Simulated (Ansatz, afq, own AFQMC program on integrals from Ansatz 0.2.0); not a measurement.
AFQMC on a folder of integrals that Ansatz 0.2.0 wrote.

```yaml
crystal:
  periodic: [false, false, false]
  atoms:
    - {symbol: Al, position_ang: [0.000000, 0.032676, 0.636525]}
    - {symbol: N, position_ang: [0.000000, -0.106661, -1.095305]}
    - {symbol: H, position_ang: [0.000000, 0.607486, -1.818390]}
basis:
  gaussian: {orbitals: cc-pVDZ}
magnetization: {spin_polarized: false, initial_magnetization: 3}
correlation: {method: ccsd_t, electrons: outside_noble_gas, hamiltonian_folder: ham}
```

```sh
$ ansatz run in.yaml --threads 1 --pin off --events-out ev --progress --plain --max-ram 16896MiB --backend cuda --devices 0, --max-vram 18GiB
```

Options of the walk:

```
--method phaseless --trial cisd --walkers 160 --populations 1 --least-time 40 --time-step 0.005 --steps-per-block 50 --equilibration-blocks 24 --max-blocks 160 --target-error 0.00072 --factor-cut 1e-05 --start determinant --seed 4904 --taylor-order 6
```

Times are imaginary, in 1/Eh. The walk had a cap of 60 s.

Log:

```
orbitals 31  electrons 6 3  factors 227 of 362
reference energy -296.82278926 Eh
CCSD correlation -0.18253131 Eh in 25 cycles, weight of the determinant in the CISD state 0.9034
energy of the start -297.005319 Eh
 block  time / (1/Eh)  mean weight  energy / Eh
     1     0.250  1.0010  -297.004004
     2     0.500  1.0004  -297.005456
     3     0.750  0.9996  -297.007114
     4     1.000  0.9997  -297.007085
     5     1.250  0.9997  -297.011629
    10     2.500  0.9996  -297.009495
    29     7.250  1.0000  -297.009392
    49    12.250  1.0017  -297.010782
    61    15.250  1.0011  -297.014419
    69    17.250  0.9997  -297.011631
    89    22.250  1.0003  -297.006233
   109    27.250  1.0012  -297.010662
   129    32.250  0.9999  -297.010751
   149    37.250  0.9998  -297.008056
   169    42.250  0.9993  -297.011306
   181    45.250  1.0008  -297.011779
blocks merged  error / Eh  count
     1  0.000200  160
     2  0.000251  80
     4  0.000272  40
     8  0.000259  20
    16  0.000240  10
energy -297.011118 +/- 0.000272 Eh
(rows thinned)
```

The run passed its tests (sampling time, drift between the halves within three errors, error under three times the target), which doesn't prove that it has relaxed.

Against this walk (error 7.4 meV) on the same determinant: CCSD(T) 24.0 meV higher, CCSDT(Q) 84.2 meV lower, CCSDTQ 39.2 meV higher, a separate phaseless walk with a CISD trial and standard settings 6.0 ± 8.6 meV higher (within the noise). The error is statistical and leaves out the bias of the constraint. None of these is a sure reference here.

Cautions: constraint bias not in the error; another spin lies lower; CCSDTQ is in doubt: among natural orbitals it converges to other amplitudes.

The walk took 40 s on 1 × NVIDIA H100 80GB HBM3 with 2 threads of AMD EPYC 7R13 Processor (Zen 3) (shared host) (the card was shared). The log's last line is the phaseless energy.

CCSDT and higher add their correlation energy to the determinant of the CCSD(T) run, since their own runs factorise the integrals more tightly (a shift of under 2 meV).
